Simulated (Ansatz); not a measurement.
```yaml
crystal:
  periodic: [false, false, false]
  atoms:
    - {symbol: S, position_ang: [-1.049224, -1.079525, -0.009311]}
    - {symbol: Ge, position_ang: [-0.039311, 0.893657, 0.007474]}
    - {symbol: Si, position_ang: [1.299565, -1.078859, -0.008701]}
basis:
  gaussian: {orbitals: def2-TZVP}
magnetization: {spin_polarized: true, initial_magnetization: 2}
hamiltonian: {xc: pbe0}
relax: {f_tol: 0.004, max_steps: 80}
```

```sh
$ ansatz run in.yaml --threads 1 --pin off --events-out ev --progress --plain --max-ram 2176MiB
```

Steps of the relaxation (energy above the last step; positions in Å, forces in eV/Å):

```
3
step 1, 192.5 meV
S    -1.049   -1.080   -0.009    0.838   -0.096   -0.001
Ge   -0.039    0.894    0.007    0.020    0.139    0.001
Si    1.300   -1.079   -0.009   -0.857   -0.044   -0.001
```

```
3
step 2, 134.4 meV
S    -1.012   -1.088   -0.009    0.455   -0.361   -0.003
Ge   -0.040    0.911    0.008    0.194    0.334    0.003
Si    1.263   -1.087   -0.009   -0.648    0.027    0.000
```

```
3
step 3, 111.3 meV
S    -0.882   -1.165   -0.010   -2.146   -0.846   -0.008
Ge   -0.014    1.006    0.008    0.298    0.829    0.007
Si    1.107   -1.106   -0.009    1.848    0.017    0.001
```

```
3
step 6, 0.0 meV
S    -0.938   -1.207   -0.010   -0.005    0.004    0.000
Ge    0.013    1.030    0.009    0.005   -0.018    0.000
Si    1.136   -1.087   -0.009   -0.001    0.014    0.000
```

```
3
step 8, 0.0 meV
S    -0.938   -1.207   -0.010    0.000    0.000    0.000
Ge    0.013    1.028    0.009    0.000    0.000    0.000
Si    1.136   -1.086   -0.009    0.000    0.000    0.000
```

Close pairs at the end: S1–Si3 2.078 Å, Ge2–Si3 2.393 Å, S1–Ge2 2.429 Å.

A stationary point of unrestricted PBE0 after 8 steps, with ⟨S²⟩ = 2.015 against 2.00 for a pure state; no frequencies were run, so it isn't proven a minimum. 23 s on 1 thread of AMD EPYC 9R45, shared host.
